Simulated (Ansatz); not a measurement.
## Ansatz (development build ahead of 0.2.0) run

```yaml
crystal:
  periodic: [false, false, false]
  atoms:
    - { symbol: H, position_ang: [0.0, 0.0, -0.41265] }
    - { symbol: F, position_ang: [0.0, 0.0, 0.41265] }
basis:
  gaussian: { orbitals: cc-pVTZ }
magnetization:
  spin_polarized: true
hamiltonian:
  xc: hf
correlation:
  method: bccd_t
  frozen_orbitals: { F: 1, H: 0 }
```

The input is written out in the form of the current development build from the run's settings.

Results

* Converged: yes
* Reference energy (starting determinant): -100.05025 hartree
* Correlation energy: -0.27609 hartree
* Total energy: -100.32633 hartree
